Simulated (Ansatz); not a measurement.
A nudged elastic band was laid between two geometries of BH3O + H4Si (10 atoms, charge 0, multiplicity 1).

Theory: RKS PBE0-D4/6-31G* in Ansatz.

* movable images: 5
* climbing image: yes
* spring: 5.0 eV/Å²
* optimiser: quadratic models (default)
* start path: through a guess of the saddle point
* force threshold: 0.2 eV/Å
* iteration limit: 60
* end points: relaxed

Initial state:

```xyz
10
Properties=species:S:1:pos:R:3
B -0.053 -0.566 0.138
O -0.272 -1.460 1.124
H -1.184 -1.439 1.443
H 1.055 -0.525 -0.314
H -0.941 0.146 -0.261
Si 0.201 2.921 1.105
H 0.785 4.084 1.831
H 0.862 2.773 -0.219
H -1.260 3.136 0.917
H 0.418 1.685 1.909
```

Final state:

```xyz
10
Properties=species:S:1:pos:R:3
B 0.154 0.375 0.129
O -0.256 -0.421 1.564
H -1.158 -0.167 1.817
H 1.276 -0.024 -0.062
H -0.669 -0.057 -0.639
Si 0.016 2.359 0.536
H 0.855 2.757 1.723
H 0.438 3.246 -0.590
H -1.371 2.796 0.923
H 0.329 -0.108 2.272
```

(1) Which bonds break or form, and what moves?

(2) What energy profile does the band end with?

(3) What is the geometry of the highest image?

Results:

(1) Bonds broken: Si6–H10. Bonds formed: B1–Si6, O2–H10. BH3O + H4Si becomes BH7OSi.

(2) It converged. The highest image is number 4 of 0 to 6, 1.99 eV above the first end and 1.05 eV above the last; the last end lies 0.94 eV above the first. The threshold of 0.2 eV/Å is loose, so the images may lie well off the minimum-energy path. Neighbouring images differ by up to 1.6 eV, so the band resolves the path poorly. The order of the stationary point at the top wasn't checked. The orbitals stay closed-shell, which can raise the energy where a bond breaks towards radicals; this wasn't checked here.

```tsv
image	path coordinate (Å)	energy (eV)	Si6–H10 (Å)	B1–Si6 (Å)	O2–H10 (Å)
0	0.00	0.00	1.49	3.63	3.31
1	0.88	0.00	1.49	3.74	3.16
2	1.76	0.05	1.49	3.31	2.61
3	2.63	0.40	1.49	2.77	2.06
4	3.51	1.99	1.87	2.19	1.24
5	4.53	1.02	2.74	2.03	0.97
6	5.54	0.94	3.03	2.03	0.97
```

(3) 
```xyz
10
Properties=species:S:1:pos:R:3
B 0.150 0.223 0.329
O -0.138 -0.520 1.707
H -1.045 -0.858 1.660
H 1.278 0.084 -0.047
H -0.752 0.088 -0.453
Si 0.069 2.366 0.749
H 1.021 2.932 1.748
H 0.499 2.776 -0.615
H -1.278 2.950 1.020
H -0.193 0.713 1.574
```

Run time: 2.9 min on 1 thread of Arm Neoverse V1, on a shared host, peak memory 0.12 GiB.
